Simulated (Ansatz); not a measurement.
# Al2H4O: a ladder of functionals and wavefunction methods

One table from this session's results is given with a row withheld; the runs are named, their logs left out.

Computed with Ansatz 0.2.0, Gaussian basis. Level: functionals in def2-TZVPP, the program's frozen cores in correlated methods.

Levels to be run: LDA (SPW92), PBE-D4, revPBE-D4, BLYP-D4, r2SCAN-D4, B97M-V, PBE0-D4, B3LYP-D4, r2SCANh-D4, r2SCAN0-D4, HSE06-D4, BHLYP-D4, CAM-B3LYP-D4, LC-ωPBE, ωB97X-V, ωB97M-V, B2PLYP, PBE-QIDH; CCSD(T)/def2-SVP; CCSD(T)/def2-TZVPP; MP2/def2-QZVPP; extrapolation to the limit; RPA on PBE.

### The geometry

An earlier PBE0-D4 in a triple-zeta def2 set relaxation fixed the geometry.

SMILES `[AlH2][O][AlH2]`, 7 atoms, charge 0, spin multiplicity 1.

Atoms are counted from 1 here; the program's logs count them from 0.

Bond lengths: Al1–O2 1.682 Å, Al1–H4 1.582 Å, Al1–H5 1.582 Å, O2–Al3 1.682 Å, Al3–H6 1.582 Å, Al3–H7 1.582 Å. Angles: O2–Al1–H4 118.4°, O2–Al1–H5 118.4°, H4–Al1–H5 123.2°, Al1–O2–Al3 179.7°, O2–Al3–H6 118.4°, O2–Al3–H7 118.4°, H6–Al3–H7 123.2°.

Set-up of the first run:

in.yaml reads:

```yaml
crystal:
  periodic: [false, false, false]
  atoms:
    - {symbol: Al, position_ang: [-1.433725, 0.281979, -0.819936]}
    - {symbol: O, position_ang: [0.009263, -0.005481, -0.005915]}
    - {symbol: Al, position_ang: [1.451362, -0.300315, 0.807043]}
    - {symbol: H, position_ang: [-1.371799, 0.981867, -2.237497]}
    - {symbol: H, position_ang: [-2.787314, -0.160937, -0.130883]}
    - {symbol: H, position_ang: [1.995163, 0.804389, 1.800544]}
    - {symbol: H, position_ang: [2.198351, -1.669400, 0.540945]}
basis:
  gaussian: {orbitals: def2-TZVPP}
hamiltonian: {xc: lda}
output: {orbitals: {seedname: orbitals}}
```

Launch:

```sh
$ ansatz run in.yaml --threads 2 --pin off --events-out ev --progress --plain --max-ram 4352MiB
```

Steps of the session up to this table: LDA; PBE-D4 (GGA); revPBE-D4 (GGA); BLYP-D4 (GGA); r2SCAN-D4 (meta-GGA); B97M-V (meta-GGA); B3LYP-D4 (hybrid); r2SCANh-D4 (hybrid); r2SCAN0-D4 (hybrid); HSE06-D4 (hybrid); BHLYP-D4 (hybrid); CAM-B3LYP-D4 (range-separated); LC-ωPBE (range-separated); ωB97X-V (range-separated); ωB97M-V (range-separated); B2PLYP (double hybrid); PBE-QIDH (double hybrid).

One of the session's tables, all rows but one given; the rest of the session is left out.

It belongs to the step «Orbital energies across the functionals». 

```
  functional  HOMO (eV)  gap (eV)
 LDA (SPW92)      -6.96      4.95
      PBE-D4      -6.91      5.13
   revPBE-D4      -6.89      5.21
     BLYP-D4      -6.84      5.15
   r2SCAN-D4      -7.23      5.83
      B97M-V      -7.35      5.64
     PBE0-D4      -8.20      7.21
    B3LYP-D4      -8.02      6.80
  r2SCANh-D4          ?         ?
  r2SCAN0-D4      -8.41      7.65
    HSE06-D4      -7.80      6.44
    BHLYP-D4      -9.44      9.20
CAM-B3LYP-D4      -9.62      9.52
     LC-ωPBE     -10.99     12.00
     ωB97X-V     -10.64     11.53
     ωB97M-V     -10.43     11.02
```

Q: Estimate the row for r2SCANh-D4 from the others.

Worked estimate for «HOMO (eV)». Against the share of exact exchange, r2SCAN-D4 (0, -7.23), r2SCAN0-D4 (0.25, -8.41) give a slope of -4.72 per unit share; at 0.1 the line stands at -7.70.

The run gave: HOMO (eV): -7.70; gap (eV): 6.56. In «HOMO (eV)» the line misses by 0.00.
